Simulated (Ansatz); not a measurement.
Ansatz (a quantum-chemistry and plane-wave program) input (CAM-B3LYP/def2-TZVPD):

Ansatz 0.2 input:
```yaml
crystal:
  periodic: [false, false, false]
  atoms:
    - {symbol: C, position_ang: [-0.00009993, -0.00095442, 0.31517980]}
    - {symbol: C, position_ang: [-0.01085219, -0.76561157, -0.93063144]}
    - {symbol: C, position_ang: [0.01144086, 0.77123367, -0.92597056]}
    - {symbol: C, position_ang: [-0.00051703, -0.00493794, 1.63067274]}
    - {symbol: H, position_ang: [-0.92882004, -1.25538122, -1.23503907]}
    - {symbol: H, position_ang: [0.89268877, -1.28180502, -1.23454154]}
    - {symbol: H, position_ang: [0.92960062, 1.26283615, -1.22682425]}
    - {symbol: H, position_ang: [-0.89190819, 1.28925995, -1.22732177]}
    - {symbol: H, position_ang: [-0.01412041, -0.93212254, 2.19130493]}
    - {symbol: H, position_ang: [0.01272905, 0.91883428, 2.19691844]}
basis:
  gaussian:
    orbitals: def2-TZVPD
hamiltonian:
  xc: {name: CAM-B3LYP}
total_charge: 1
magnetization: {spin_polarized: true, initial_magnetization: 1}
```

Output:

```
Functional definition: CAM-B3LYP
integrals: 0.10 GiB planned
1002 factors; their error is unknown
integrals: 0.14 GiB planned
476 factors; integrals over basis functions are off by at most 7.4e-6 eV
mean field: 1.56 GiB planned
mean field evaluation 1: about -4224.3973 eV, gradient 4.4e1 eV
mean field evaluation 2: about -4226.6736 eV, gradient 3.7e1 eV
mean field evaluation 4: about -4233.2341 eV, gradient 1.6e0 eV
mean field evaluation 8: about -4233.2474 eV, gradient 8.4e-2 eV
mean field evaluation 16: about -4233.2115 eV, gradient 1.5e-4 eV
mean field -4233.21152341 eV, -155.5676541114 hartree, gradient 2.8e-5 eV, S^2 0.752096; 2 other end points of the search recorded, 0 dependent functions left out
reference -4233.21163972 eV, -155.5676583858 hartree; 15, 14 occupied and 187, 188 virtual orbitals, 1002 factors
Total energy: -4233.21163972 eV, -155.5676583858 hartree
```

This state (charge 1, doublet) is run at the relaxed geometry of the species with charge 0 and multiplicity 1.
